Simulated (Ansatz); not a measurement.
in.yaml

```yaml
crystal:
  periodic: [false, false, false]
  atoms:
    - {symbol: Ge, position_ang: [0.000000, 0.000000, 1.719100]}
    - {symbol: B, position_ang: [0.000000, 0.000000, -0.255500]}
    - {symbol: O, position_ang: [0.000000, 0.000000, -1.463600]}
basis:
  gaussian: {orbitals: cc-pVDZ}
total_charge: 1
magnetization: {spin_polarized: true, initial_magnetization: 2}
hamiltonian: {xc: {name: B3LYP}}
```

```sh
$ ansatz run in.yaml --threads 1 --pin off --events-out ev --progress --plain --max-ram 2393MiB
```

Task: Roughly how long does this take on 1 thread of Arm Neoverse V1, shared host, and how much host memory?

Result: 4.7 s wall and 0.17 GiB.

```
589 factors; integrals over basis functions are off by at most 9.3e-4 eV
mean field evaluation 1: about -59203.6545 eV, gradient 7.3e1 eV
mean field evaluation 2: about -58914.1170 eV, gradient 1.5e2 eV
mean field evaluation 4: about -59220.9732 eV, gradient 3.6e1 eV
mean field evaluation 8: about -59230.8769 eV, gradient 7.8e-1 eV
mean field evaluation 16: about -59230.9394 eV, gradient 1.6e-3 eV
mean field evaluation 32: about -59230.9394 eV, gradient 1.5e-3 eV
mean field -59230.93943964 eV, -2176.6968762340 hartree, gradient 2.8e-5 eV, S^2 2.005517; 3 other end points of the search recorded, 0 dependent functions left out
reference -59230.93962406 eV, -2176.6968830114 hartree; 23, 21 occupied and 32, 34 virtual orbitals, 589 factors
Total energy: -59230.93962406 eV, -2176.6968830114 hartree
```
